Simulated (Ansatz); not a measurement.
Two shapes of doublet H5O3.

Shape 1:

```xyz
8

O     0.0150    0.0072    0.0109
H     0.9396   -0.1481    0.3267
O     2.9243    0.0057    0.0068
H     3.3096    0.8187   -0.2827
H     3.5345   -0.6416   -0.3293
O    -1.2334    2.6803    0.3411
H    -0.7407    1.9283    0.1155
H    -2.0873    2.4707    0.0360
```

Shape 2:

```xyz
8

O     0.0500   -0.0100    0.0383
H     0.9698   -0.0882    0.1228
O     2.9485    0.0126    0.0131
H     3.0214    0.8401   -0.4474
H     3.4524   -0.5384   -0.5877
O    -1.2841    2.6742    0.3619
H    -0.7166    1.8861    0.2754
H    -1.9069    2.5883   -0.3614
```

Basis set: def2-SVP (spherical functions). Frozen core: 3 orbitals. Charge 0, multiplicity 2.

Computed with Ansatz (development build ahead of 0.2.0); each method stands on the lowest determinant of its kind that the runs found.

Task: Which shape is lower in energy, and by how much in each method?

Result:

| method | E(2) − E(1) (eV) |
| --- | --- |
| UHF | 0.060 |
| UHF-MP2 | 0.002 |
| PBE0 (unrestricted) | 0.010 |

Shape 1 is lower. Caution for PBE0 (unrestricted): charge can spread falsely over distant fragments.
